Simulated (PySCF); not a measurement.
Choosing a basis for TDDFT

Species: TT, C6H4S2.
Bonds: C1–C2 (aromatic), C2–C3 (aromatic), C3–S4 (aromatic), S4–C5 (aromatic), C5–C6 (aromatic), C6–C7 (aromatic), C7–S8 (aromatic), C1–S8 (aromatic), C3–C7 (aromatic). Hydrogens: H9 on C1; H10 on C2; H11 on C5; H12 on C6.

TDDFT with PBE0 (PySCF), vertical singlets, core orbitals frozen in the response, spherical d and f functions. Isolated species at its PBE0-D3(BJ)/def2-SVP geometry, gas phase.

Q: How do the low singlets change with the basis? Take 6-31G*, def2-SVP, 6-31+G*, def2-SVPD, aug-cc-pVDZ and def2-TZVP.

A: 

| basis | functions | diffuse | S1 (eV) | S2 (eV) | S3 (eV) | S4 (eV) | S5 (eV) | LUMO (eV) | α (au) |
| --- | --- | --- | --- | --- | --- | --- | --- | --- | --- |
| 6-31G* | 128 | no | 5.00 | 5.25 | 5.49 | 5.78 | 5.87 | -0.57 | 86.3 |
| def2-SVP | 140 | no | 4.98 | 5.21 | 5.94 | 6.11 | 6.18 | -0.78 | 86.4 |
| 6-31+G* | 160 | yes | 4.90 | 5.15 | 5.24 | 5.43 | 5.55 | -0.84 | 99.6 |
| def2-SVPD | 206 | yes | 4.87 | 5.12 | 5.38 | 5.61 | 5.66 | -0.93 | 103.3 |
| aug-cc-pVDZ | 228 | yes | 4.85 | 5.08 | 5.28 | 5.42 | 5.58 | -0.89 | 105.5 |
| def2-TZVP | 284 | no | 4.84 | 5.07 | 5.41 | 5.65 | 5.72 | -0.85 | 99.5 |

States are compared by their number. Against the largest diffuse basis here (aug-cc-pVDZ, itself not a converged limit), sets without diffuse functions differ by up to 0.15 eV in S1 and 0.60 eV in S5; the smaller diffuse sets differ by up to 0.05 and 0.08 eV. State by state, the largest deviation of a set without diffuse functions is S1 0.15, S2 0.17, S3 0.66, S4 0.69, S5 0.60 eV. The same number needn't mean the same state in each row. Against aug-cc-pVDZ the polarisability deviates by -18% in 6-31G*, -18% in def2-SVP, -6% in 6-31+G*, -2% in def2-SVPD, -6% in def2-TZVP. A single + in a Pople set puts diffuse functions on heavy atoms only.
